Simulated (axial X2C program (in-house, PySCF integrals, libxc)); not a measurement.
# SiO⁺: EOM-IP-CCSD levels

Aim: EOM-IP-CCSD levels of SiO⁺, with spin–orbit coupling in the Hamiltonian from the start.

Computed with an in-house X2C program for linear molecules on PySCF integrals. Level: two-component X2C with atomic mean-field terms, Si dyall-v3z, O dyall-av3z.

All values are calculated.

## (1) The job

task.json reads:

```json
{"zs": [14, 8], "q": 1, "bas": ["dyall-v3z", "dyall-av3z"], "r0": 1.64, "eom": "ip", "rq": 0, "thr": -2.0, "nmax": 95, "grid": [1, 0.96, 1.045, 0.92, 1.09, 1.15]}
```

Keys: zs atomic numbers; q charge; bas basis sets; r0 starting distance in Å; eom kind of EOM run; thr threshold in hartree for freezing inner shells (an s shell follows its p shell); nmax most natural virtual spinors; grid distances as factors.

The run is started by

```sh
$ python soeom.py task.json out
```

After this run come: EOM-IP-CCSD at 1.518 Å.

Q: Predict the outcome of this session. Wanted: next root led by one particle; T1 of the reference.

**Answer**, as computed:

```
                     quantity                            value
       lowest root at 1.518 Å               Ω = 1/2, 11.499 eV
next root led by one particle  Ω = 3/2, about 4100 cm⁻¹ higher
          T1 of the reference                            0.025
```

In words: Removing an electron from the reference determinant of SiO costs 11.50 eV and empties a spinor of 40% O pσ, 28% Si pσ, 23% Si sσ. Errors of 0.1 to 0.3 eV are usual at this size, and roots led by higher excitations are left out, so the list is incomplete, and low states of that kind can be missing. T1 or the largest double amplitude of the reference is raised, which lowers the reliability.
